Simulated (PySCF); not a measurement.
Species: C5H6Cl (doublet state).
Cartesian coordinates in Å at the GFN2-xTB level; atoms count from 1:
```
atom  x, y, z in Å
C1     2.440   -0.606    0.375
C2     1.536    0.138    0.131
C3     0.429    1.029   -0.181
C4    -0.756    0.296   -0.698
C5    -1.333   -0.790    0.033
Cl6   -2.600   -0.092    1.286
H7     3.245   -1.246    0.586
H8     0.764    1.778   -0.903
H9     0.161    1.552    0.750
H10   -1.298    0.718   -1.527
H11   -1.950   -1.462   -0.555
H12   -0.636   -1.317    0.677
```

The hyperfine couplings belong to this conformer and change with its torsions.

Identity: `C#CC[CH]CCl` [radical].

Computed, not measured: PySCF 2.14.0, UKS B3LYP, pcH-1 on C Cl H, non-relativistic, mean-field spin-orbit, GIAO. The structure is a single GFN2-xTB conformer in the gas phase; no vibrational or solvent corrections. Couplings are sensitive to structure, and on GFN2-xTB geometries they can be far from those on DFT ones. The SCF solution wasn't tested for stability.

Question: Match the computed a_iso(13C) values +88.4, +47.1, -28.5, +2.5 MHz with the sites C1; C2; C3; C4.

Answer: 
| site | a_iso (MHz) | ρ(0) (bohr⁻³) | position | distance from C4 (Å) | spin population | largest \|T\| (MHz) |
| --- | --- | --- | --- | --- | --- | --- |
| C1 | +2.5 | +0.0022 | 3 bonds from C4 | 3.49 | 0.00 | 1.7 |
| C2 | +47.1 | +0.0419 | 2 bonds from C4 | 2.44 | +0.02 | 4.3 |
| C3 | -28.5 | -0.0254 | 1 bond from C4 | 1.49 | -0.07 | 2.1 |
| C4 | +88.4 | +0.0787 | largest spin population | 0.00 | +0.92 | 149.6 |

Question: The isotropic 1H couplings, averaged over equivalent nuclei, are +62.8, -57.0, +20.1, +0.4 MHz. Assign them to H7; H8/H9; H10; H11/H12.

Answer: 
```json
{"site": "H7", "a_iso (MHz)": "+0.4", "ρ(0) (bohr⁻³)": "+0.0001", "position": "4 bonds from C4", "distance from C4 (Å)": "4.48", "bound to": "C1", "spin population there": "0.00", "largest |T| (MHz)": "1.7"}
{"site": "H8/H9", "a_iso (MHz)": "+62.8", "ρ(0) (bohr⁻³)": "+0.0140", "position": "β, 2 bonds from C4", "distance from C4 (Å)": "2.13", "bound to": "C3", "spin population there": "-0.07", "largest |T| (MHz)": "8.2"}
{"site": "H10", "a_iso (MHz)": "-57.0", "ρ(0) (bohr⁻³)": "-0.0128", "position": "α, 1 bond from C4", "distance from C4 (Å)": "1.08", "bound to": "C4", "spin population there": "+0.92", "largest |T| (MHz)": "36.5"}
{"site": "H11/H12", "a_iso (MHz)": "+20.1", "ρ(0) (bohr⁻³)": "+0.0045", "position": "β, 2 bonds from C4", "distance from C4 (Å)": "2.13", "bound to": "C5", "spin population there": "-0.07", "largest |T| (MHz)": "8.7"}
```

ρ(0) is the spin density at the nucleus and T the dipolar tensor; a_iso includes a spin–orbit part; entries for several nuclei are means. The largest Mulliken spin populations are on C4 (+0.92), Cl6 (+0.17), C5 (-0.07) and C3 (-0.07). The angles at C4 add up to 358.8°, so it is planar; its axial dipolar tensor and the negative coupling of its proton fit spin in a p orbital normal to that plane.

Nuclei that the bonding pattern makes equivalent are averaged, as if the motion that swaps them (rotation, inversion, ring flip) were fast. The 1H value of +62.8 MHz is a mean of couplings from 7.5 to 118.0 MHz in this one geometry, not an average over conformers. The 1H value of +20.1 MHz is a mean of couplings from 14.3 to 26.0 MHz in this one geometry, not an average over conformers.
